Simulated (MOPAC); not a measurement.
MOPAC input (AM1):

```
AM1 1SCF CHARGE=-1 GEO-OK AUX(PRECISION=9) THREADS=1
C2H5S

C    -0.00155029 1    1.50196649 1   -0.45166829 1
S    -0.01239716 1    0.12323346 1    0.57976964 1
C     0.01896339 1   -1.47872388 1   -0.43190787 1
H     0.91934809 1    1.64260953 1   -1.02669247 1
H    -0.90073509 1    1.62984334 1   -1.06289763 1
H     0.01148869 1   -2.34173312 1    0.24815888 1
H    -0.85846291 1   -1.52720035 1   -1.08442388 1
H     0.92223725 1   -1.51471040 1   -1.04900214 1
```

**Question.** What heat of formation does the run end on, and which ionisation energy by Koopmans theorem?

**Answer.** 20.80 kcal/mol; 1.50 eV.
